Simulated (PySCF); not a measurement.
N2.
SMILES: `N#N`

Method used: PySCF 2.14.0, CAM-B3LYP/def2-TZVP geometry optimisation, gas phase.

Take the most abundant isotopes and a rigid rotor. 

Question: What are the moment of inertia and the rotational constant?

Answer: I = 8.263 u·Å², B = 505379 MHz·u·Å²/I = 61158 MHz (2.0400 cm⁻¹, or 2.935 K as hB/k). For two atoms I = μr² with μ = 7.0015 u and r = 1.0864 Å.

Question: List the first levels of a rigid rotor in a Σ state.

Answer: E(J) = BJ(J+1): J = 1: 4.080, J = 2: 12.240, J = 3: 24.480, J = 4: 40.800, J = 5: 61.201, J = 6: 85.681 cm⁻¹.

Question: Has it a pure rotational spectrum?

Answer: Not by electric dipole: D∞h allows no dipole (computed 0.00 D). Rotational Raman lines (ΔJ = 2) lie at B(4J + 6), spaced by 4B = 8.160 cm⁻¹, with nuclear-spin weights that differ between even and odd J.

Question: Estimate the classical rotational partition function at 25 K, 50 K and 100 K.

Answer: Point group D∞h, symmetry number σ = 2; q = kT/(σhB), k/h = 20836.6 MHz/K: 4.3 at 25 K, 8.5 at 50 K, 17.0 at 100 K.

CAM-B3LYP/def2-TZVP frequencies: not computed here. Constants of a rigid frame at the computed geometry: no zero-point averaging, no centrifugal distortion.
